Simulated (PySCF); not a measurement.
Molecule: SMILES CC(C)C(=O)Cl, C4H7ClO.

Bonds (- single, = double, # triple, : aromatic): C1-C2 1.530 Å, C2-C3 1.521 Å, C2-C4 1.511 Å, C4=O5 1.182 Å, C4-Cl6 1.800 Å. C1 carries H7, H8, H9; C2 carries H10; C3 carries H11, H12, H13.

Geometry PBE0-D3(BJ)/def2-SVP throughout; GIAO in PySCF 2.14, gas phase, one conformer, non-relativistic; equivalent atoms averaged; functional PBE0.

(1) How do the absolute shieldings σ depend on the basis set? (ppm; last column core-seconds on 1 thread of an Arm Neoverse V1, shared host)

(2) Which nucleus moves most, in ppm?

(3) Taking the largest basis, pcSseg-2 (321 functions), as the yardstick, rank the others by their worst heavy-atom deviation.

Results:

(1) 
```
  basis set  functions    C4     C2  C1/C3      O5    Cl6    H10  H7/H8/H9/H11/H12/H13  core-s
   pcSseg-0         72  -7.3  144.9  171.4  -310.0  517.4  30.21                 31.41     5.4
    cc-pVDZ        123  16.1  147.8  176.4  -201.7  562.5  28.85                 30.16      11
aug-cc-pVDZ        205  12.3  146.0  175.8  -192.6  547.0  28.49                 30.07      21
    cc-pVTZ        282   0.6  138.0  167.2  -230.8  529.5  28.47                 30.05      34
   IGLO-III        289  -8.1  132.7  163.1  -242.8  486.1  28.46                 30.12      33
   pcSseg-2        321  -9.7  132.7  163.1  -247.3  493.3  28.42                 30.00      45
```

(2) O5 (carbonyl oxygen): from -310.0 ppm with pcSseg-0 to -192.6 ppm with aug-cc-pVDZ. The smallest spread is 1.41 ppm, at H7/H8/H9/H11/H12/H13. Proton shifts span only some 12 ppm, so a few tenths of a ppm matter as much there as several ppm in carbon.

(3) IGLO-III 7.2 ppm (289 functions), cc-pVTZ 36.2 ppm (282 functions), aug-cc-pVDZ 54.7 ppm (205 functions), pcSseg-0 62.7 ppm (72 functions), cc-pVDZ 69.2 ppm (123 functions).

A small basis that lands close on one nucleus may do so by chance; judge by the trend and by all nuclei.
